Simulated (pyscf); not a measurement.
Single points on ωB97X-D3(BJ)/def2-SVP structures (PySCF, gas phase). Correlated levels are frozen-core, on RHF or UHF. ΔMP2 is the change of the MP2 total energy from the triple- to the quadruple-zeta basis.

Problem. H₃C–CH₃ (SMILES CC) + Cl• (SMILES [Cl]) → H₃C–Cl (SMILES CCl) + CH₃• (SMILES [CH3])
Surface: doublet. Broken: C–C. Formed: C–Cl. Give ΔE‡ and ΔE from CCSD(T)/def2-TZVPP + ΔMP2(QZVPP), relative to the separated reactants.

Solution. ΔE‡ = 34.9 kcal/mol, ΔE = +10.2 kcal/mol. Zero-point energy shifts the barrier by -2.0 kcal/mol. It is a substitution at C, with an imaginary mode of 958i cm⁻¹. The same reactants have a lower exit, to •H₂C–CH₃ + HCl (highest point, the separated products, at +2.2 kcal/mol at ωB97M-D3(BJ), against +34.5 kcal/mol here). This is the saddle that the search found; another between the same sides may lie lower. The angle at the attacked C is 180°. The CCSD(T) − MP2 part came from Ansatz, without density fitting, on the same reference. A UHF reference is spin-contaminated (<S²> up to 0.85), which harms MP2 most. Left out: the spin-orbit lowering of Cl.
